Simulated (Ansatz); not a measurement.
## Which is lower?

Two relaxed structures of C$_{2}$H$_{6}$B (charge +1), closed shell (PBE0-D4/def2-TZVP; forces vanish, vibrations not checked).

A:

B1  (-0.262, 0.892, -1.006)
C2  (0.114, 0.667, 0.379)
C3  (0.483, -0.795, 0.773)
H4  (0.952, 1.363, 0.579)
H5  (-0.568, 1.082, -2.127)
H6  (-0.730, 1.049, 0.986)
H7  (1.340, -1.148, 0.204)
H8  (-0.360, -1.466, 0.616)
H9  (0.739, -0.794, 1.831)
(Å)

B:

B1  (0.818, -0.551, 0.190)
C2  (-0.641, 0.369, 0.578)
C3  (-0.392, 0.308, -0.772)
H4  (-0.855, -0.447, -1.404)
H5  (0.150, 1.098, -1.288)
H6  (-0.307, 1.210, 1.182)
H7  (1.482, -0.914, -0.724)
H8  (-1.312, -0.336, 1.066)
H9  (1.106, -0.822, 1.309)
(Å)

Computed with Ansatz 0.2.0 (basis: def2-TZVPP); correlated methods freeze the cores. B3LYP uses VWN-RPA correlation.

(1) Which structure is lower at CCSD(T), and by how much? (An estimate is asked for; the value comes from the calculation.)

No T1 diagnostic of these runs exceeds 0.012.

Results:

(1) Computed: A, by 34.2 kJ/mol (electronic energy, against the other). By their contacts, A is C₂H₆B ([BH][CH2][CH3]), total charge +1 and B is C₂H₆B ([BH2]1[CH2][CH2]1), total charge +1.

All methods give the same order:

```csv
method,E(B) − E(A) (kJ/mol)
PBE-D4,23.8
r2SCAN-D4,24.3
PBE0-D4,27.8
B3LYP-D4,34.2
wB97M-V,34.0
HF,48.8
MP2,37.3
CCSD,37.0
CCSD(T),34.2
```

Labels in which every atom is bracketed show which atoms are joined, not bond orders.

For scale, one of the runs: CCSD(T)/def2-TZVPP, 177 basis functions, launched by `ansatz run in.yaml --threads 2 --pin off --events-out ev --progress --plain --max-ram 4352MiB`. Time: 22 s of wall clock on 2 CPU threads of an Arm Neoverse V2; the host was shared. Peak host memory: 1.6 GiB.
